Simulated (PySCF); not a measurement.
Computed with PySCF with PBE-D3(BJ)/def2-TZVP // B3LYP-D3(BJ)/def2-SVP. Isolated molecules, 0 K electronic values unless said otherwise. One relaxed conformer stands for a flexible species; it need not be the lowest. 

Reference species (SMILES): `[SiH4]` (neutral, multiplicity 1).

- HOMO = -8.50 eV
- HOMO–LUMO gap = 8.72 eV

Changed species: `C([SiH2]CC)C` (C–C–Si–C torsion 180°, C–Si–C–C torsion 180°) (2 of 4 C2H5 replaced by H; the reference has 4 of 4 C2H5 replaced by H).

Q: Give the shifts of the HOMO and HOMO–LUMO gap.

A: the HOMO rises by 1.73 eV, to -6.77 eV; the HOMO–LUMO gap falls by 1.89 eV, to 6.83 eV.
